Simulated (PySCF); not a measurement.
## F2H2Si: calculation against experiment

**The experiment to reproduce.**

NIST CCCBDB Release 22 (SRD 101), experimental dipoles lists, for the gas: dipole moment (microwave Stark effect, vibrational ground state) 1.54 ± 0.02 D.

The runs below try to reproduce these values; the comparison stands at the end.

Compound: F2H2Si.
Numbering: `[F:1][SiH2:2][F:3]` (hydrogens: H4, H5 on Si2)

Structure used (PBE0-D3(BJ)/def2-SVP), in Å, numbered top down from 1:
```
atom  x, y, z in Å
F1    -1.2831   -1.0536   -0.1410
Si2   -0.0180   -0.0599   -0.0446
F3     1.3157   -0.9535   -0.1812
H4    -0.0192    0.5783    1.2908
H5    -0.0737    0.8849   -1.1830
```

Runs made with PySCF (gas phase, on this PBE0-D3(BJ)/def2-SVP geometry; no spin–orbit coupling):

```csv
level,job,basis functions,wall time
"PBE0-D3(BJ)/def2-SVP, grid level 1",geometry optimisation from a GFN2-xTB start shaken at random,56,3.8 s
```

Hardware: Arm Neoverse V1, one thread, on a shared host.

Results beside the measurements:

**Dipole moment.** Measured: 1.54 D (NIST CCCBDB Release 22 (SRD 101), experimental dipoles).

```json
{"level": "PBE0-D3(BJ)/def2-SVP", "computed (D)": "1.63", "computed − measured (D)": "+0.09", "% (from the printed values)": "+6"}
```

The computed dipoles belong to one fixed geometry; measured ones are averaged over vibrations unless marked μe. Magnitudes are compared, not signs.

The geometry is computed, not the measured one. Where a level misses, the cause wasn't examined.
